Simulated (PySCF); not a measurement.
Working out the ionisation energy of Al

Al [Ne] 3s2 3p1 (2P) → Al⁺ [Ne] 3s2 (1S). Calculation: PySCF 2.14, in cc-pV(T+d)Z (5s4p3d1f, 39 functions); the non-relativistic Hamiltonian (point nucleus). Frozen: [Ne]. Energies in hartree (1 hartree = 27.21139 eV):

```tsv
part	Al (lower)	Al⁺ (upper)
UHF	-241.879084	-241.673376
CCSD correlation	-0.051078	-0.039539
(T)	-0.001149	0.000000
```

**Question.** What does Hartree-Fock give?

**Answer.** (-241.673376) − (-241.879084) = 0.205708 hartree = 5.598 eV.

**Question.** What do CCSD and CCSD(T) give?

**Answer.** The CCSD correlation energies differ by 0.011539 hartree = 0.314 eV and the triples by 0.001149 hartree = 0.031 eV, so CCSD gives 5.912 eV and CCSD(T) 5.943 eV.

Measured between the centres of the two terms (NIST): 5.977 eV, so CCSD(T) (valence) is off by -0.034 eV.

What remains against the reference includes basis incompleteness, the frozen core and higher excitations.
